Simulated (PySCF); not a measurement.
Process, species as SMILES: FSF + 2 [H][H] (H2) → 2 F (HF) + S (H2S)
B3LYP-D3(BJ)/def2-TZVP geometries, fixed; electronic energies without zero-point terms.

Basis-set convergence of the energy of full hydrogenation at HF with PySCF. All functions are spherical. Density fitting with generated auxiliary sets. No added dispersion term, no relativity. Functions are those of the species that has most. Reference: the value in aug-pcseg-3, -75.83 kcal/mol, itself unsure by roughly 0.31 kcal/mol (its mean distance from aug-cc-pV(Q+d)Z, def2-QZVPPD, pcseg-3). Deviations are taken from unrounded values.

```json
[
 {"basis": "6-31G**", "functions": "46", "energy of full hydrogenation (kcal/mol)": "-76.95", "minus reference (kcal/mol)": "-1.13"},
 {"basis": "cc-pV(D+d)Z", "functions": "51", "energy of full hydrogenation (kcal/mol)": "-86.73", "minus reference (kcal/mol)": "-10.90"},
 {"basis": "aug-pcseg-1", "functions": "73", "energy of full hydrogenation (kcal/mol)": "-88.79", "minus reference (kcal/mol)": "-12.97"},
 {"basis": "def2-SVPD", "functions": "73", "energy of full hydrogenation (kcal/mol)": "-92.82", "minus reference (kcal/mol)": "-16.99"},
 {"basis": "aug-cc-pV(D+d)Z", "functions": "78", "energy of full hydrogenation (kcal/mol)": "-86.00", "minus reference (kcal/mol)": "-10.17"},
 {"basis": "6-311++G(2d,2p)", "functions": "89", "energy of full hydrogenation (kcal/mol)": "-88.21", "minus reference (kcal/mol)": "-12.38"},
 {"basis": "pcseg-2", "functions": "94", "energy of full hydrogenation (kcal/mol)": "-78.24", "minus reference (kcal/mol)": "-2.42"},
 {"basis": "def2-TZVPP", "functions": "104", "energy of full hydrogenation (kcal/mol)": "-77.45", "minus reference (kcal/mol)": "-1.63"},
 {"basis": "def2-TZVPPD", "functions": "131", "energy of full hydrogenation (kcal/mol)": "-77.66", "minus reference (kcal/mol)": "-1.83"},
 {"basis": "aug-pcseg-2", "functions": "142", "energy of full hydrogenation (kcal/mol)": "-77.06", "minus reference (kcal/mol)": "-1.23"},
 {"basis": "cc-pV(Q+d)Z", "functions": "174", "energy of full hydrogenation (kcal/mol)": "-75.88", "minus reference (kcal/mol)": "-0.05"},
 {"basis": "def2-QZVPPD", "functions": "211", "energy of full hydrogenation (kcal/mol)": "-76.30", "minus reference (kcal/mol)": "-0.47"},
 {"basis": "aug-pcseg-3", "functions": "259", "energy of full hydrogenation (kcal/mol)": "-75.83", "minus reference (kcal/mol)": "0.00"}
]
```
